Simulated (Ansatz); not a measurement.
Relaxation of CH$_{6}$Al$_{2}$ (9 atoms, charge 0, multiplicity 1), to a largest force component of 0.02 eV/Å in at most 40 steps.

Computed with RHF/def2-SVP in Ansatz 0.2.0.

```xyz
9
Properties=species:S:1:pos:R:3:forces:R:3
Al -0.753 0.912 -1.076 0.14 1.58 -0.35
C 0.778 0.072 -0.265 0.58 0.35 0.75
Al 0.152 -1.030 1.266 0.63 0.09 0.25
H -1.919 0.079 -1.673 -0.35 -0.37 -0.12
H -0.884 2.543 -1.164 0.01 -0.68 0.08
H 1.278 -0.557 -1.016 -0.07 -0.09 0.22
H 1.522 0.851 0.092 -0.88 -0.77 -0.34
H 0.484 -2.589 1.272 -0.23 0.15 0.06
H -0.570 -0.327 2.547 0.16 -0.27 -0.55
```

**Question.** Where does it end, and by what steps?

**Answer.** The forces met the threshold. The force dipped under the threshold on the way, but the program's further checks kept it going. After 11 steps the energy has fallen by 0.178 eV; H9 moved furthest, 0.81 Å.

```json
{"step": "0", "energy less start (eV)": "0.0000", "largest force component (eV/Å)": "1.579", "accepted": "yes"}
{"step": "1", "energy less start (eV)": "-0.0936", "largest force component (eV/Å)": "0.582", "accepted": "yes"}
{"step": "2", "energy less start (eV)": "-0.1571", "largest force component (eV/Å)": "0.127", "accepted": "yes"}
{"step": "3", "energy less start (eV)": "-0.1674", "largest force component (eV/Å)": "0.039", "accepted": "yes"}
{"step": "4", "energy less start (eV)": "-0.1709", "largest force component (eV/Å)": "0.131", "accepted": "yes"}
{"step": "5", "energy less start (eV)": "-0.1738", "largest force component (eV/Å)": "0.175", "accepted": "yes"}
{"step": "6", "energy less start (eV)": "-0.1754", "largest force component (eV/Å)": "0.063", "accepted": "yes"}
{"step": "7", "energy less start (eV)": "-0.1769", "largest force component (eV/Å)": "0.004", "accepted": "yes"}
{"step": "8", "energy less start (eV)": "-0.1775", "largest force component (eV/Å)": "0.042", "accepted": "yes"}
{"step": "9", "energy less start (eV)": "-0.1778", "largest force component (eV/Å)": "0.034", "accepted": "yes"}
{"step": "10", "energy less start (eV)": "-0.1779", "largest force component (eV/Å)": "0.049", "accepted": "yes"}
{"step": "11", "energy less start (eV)": "-0.1783", "largest force component (eV/Å)": "0.013", "accepted": "yes"}
```

```xyz
9
Properties=species:S:1:pos:R:3
Al -0.778 0.930 -1.221
C 0.645 0.063 -0.206
Al 0.267 -0.996 1.388
H -1.533 0.148 -2.374
H -1.212 2.417 -0.894
H 1.166 -0.605 -0.906
H 1.334 0.859 0.105
H 0.003 -2.554 1.278
H 0.197 -0.307 2.813
```

Time of the run: 12 s on 1 CPU thread of a shared host.
